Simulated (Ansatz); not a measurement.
System: rutile TiO2. Method: HSE06 in Ansatz (PAW).

Run with plane-wave cutoff 460 eV, 6×6×8 k mesh (along the axes of the cell as run), Fermi–Dirac smearing 0.01 eV, no spin polarisation, scalar-relativistic PAW data made under PBE.

Computed at the level's own relaxed cell.

Q: Estimate the equilibrium lattice constant a, lattice parameter c and band gap that the calculation returns.

A: 
- equilibrium lattice constant a: 4.580 Å
- lattice parameter c: 2.944 Å
- band gap: 3.44 eV (on the SCF k mesh) (direct)

Measured, for comparison: lattice constant a 4.587 Å, lattice parameter c 2.954 Å (15 K, zero-point motion not removed; as tabulated in Burdett, Hughbanks, Miller, Richardson, Smith, powder neutron diffraction …). Computed (rounded) less measured: lattice constant a -0.2 %, lattice parameter c -0.3 %.

Static lattice: no zero-point or thermal effects.

Ansatz is an electronic-structure program.
